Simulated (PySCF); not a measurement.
**TDDFT beside published excitation energies**

Published values to compare with (the computed states carry no symmetry labels, so the two lists aren't matched line by line):

```json
{"state": "3B3u(π→π*)", "E (eV)": "2.41", "f": "", "kind of transition": "vertical absorption", "source": "[1]"}
{"state": "3B1u(n→π*)", "E (eV)": "3.06", "f": "", "kind of transition": "vertical absorption", "source": "[1]"}
{"state": "1B1u(n→π*)", "E (eV)": "3.37", "f": "", "kind of transition": "vertical absorption", "source": "[1]"}
{"state": "3B2u(π→π*)", "E (eV)": "3.38", "f": "", "kind of transition": "vertical absorption", "source": "[1]"}
{"state": "3B1g(π→π*)", "E (eV)": "3.55", "f": "", "kind of transition": "vertical absorption", "source": "[1]"}
{"state": "1B3u(π→π*)", "E (eV)": "3.72", "f": "", "kind of transition": "vertical absorption", "source": "[1]"}
{"state": "1B2u(π→π*)", "E (eV)": "3.74", "f": "", "kind of transition": "vertical absorption", "source": "[1]"}
{"state": "1B1g(π→π*)", "E (eV)": "4.50", "f": "", "kind of transition": "vertical absorption", "source": "[1]"}
{"state": "1B2g(n→π*)", "E (eV)": "4.84", "f": "", "kind of transition": "vertical absorption", "source": "[1]"}
{"state": "1Au(π→π*)", "E (eV)": "5.12", "f": "", "kind of transition": "vertical absorption", "source": "[1]"}
```

[1] computed, theoretical best estimate (aug-cc-pVTZ), gas; Knysh, Lipparini, Blondel, Duchemin, Blase, Loos, Jacquemin, reference CC3 energies for organic chromophores (2024), arXiv:2407.09060

Phenazine, C12H8N2.
SMILES with atom numbers: `[cH:1]1[cH:2][cH:3][c:4]2[n:5][c:6]3[cH:7][cH:8][cH:9][cH:10][c:11]3[n:12][c:13]2[cH:14]1` (hydrogens: H15 on C1; H16 on C2; H17 on C3; H18 on C7; H19 on C8; H20 on C9; H21 on C10; H22 on C14)

The calculation used TDDFT CAM-B3LYP/def2-SVPD, vertical, gas phase, core orbitals frozen in the response in PySCF. Isolated species at its PBE0-D3(BJ)/def2-SVP geometry, gas phase.

Computed singlets: 3.38 eV (f 0.001); 3.56 eV (f 0.052); 4.00 eV (f 0.181); 4.62 eV (f 0.000); 5.05 eV (f 0.000); 5.26 eV (f 0.000); 5.54 eV (f 1.698); 5.87 eV (f 0.000); 6.03 eV (f 0.044); 6.06 eV (f 0.000). Computed triplets (Tamm–Dancoff): 2.28, 2.89, 3.19, 3.41 eV.

Question: How does the lowest computed singlet compare with the best estimate listed for the lowest singlet (vertical absorption)?

Answer: 3.38 eV against 3.37 eV for 1B1u(n→π*) [1]: a difference of +0.01 eV. Geometry and basis of the two calculations needn't be the same.

Question: How does the lowest computed triplet compare with the best estimate listed for the lowest triplet (vertical absorption)?

Answer: 2.28 eV against 2.41 eV for 3B3u(π→π*) [1]: a difference of -0.12 eV. Geometry and basis of the two calculations needn't be the same.
